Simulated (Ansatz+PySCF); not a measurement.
Two shapes of doublet CHO.

Shape 1:

```xyz
3

C     0.0623    0.5842    0.0000
O     0.0623   -0.5901    0.0000
H    -0.8720    1.2152    0.0000
```

Shape 2:

```xyz
3

C     0.0485    0.5935    0.0000
O     0.0485   -0.5807    0.0000
H    -0.8444    1.1966    0.0000
```

Basis set: cc-pVTZ (spherical functions). Left uncorrelated: 2 orbitals. Correlation on ROHF uses semicanonical orbitals with singles. Charge 0, multiplicity 2.

Computed with Ansatz (development build ahead of 0.2.0) and PySCF 2.14.0; each method stands on the lowest determinant of its kind that the runs found.

Which shape is lower in energy, and by how much in each method?

```json
{"method": "ROHF", "E(2) − E(1) (eV)": "0.001"}
{"method": "UHF", "E(2) − E(1) (eV)": "0.005"}
{"method": "ROHF-MP2", "E(2) − E(1) (eV)": "0.022"}
{"method": "UHF-CCSD", "E(2) − E(1) (eV)": "0.023"}
{"method": "ROHF-CCSD(T)", "E(2) − E(1) (eV)": "0.028"}
```

Shape 1 is lower.
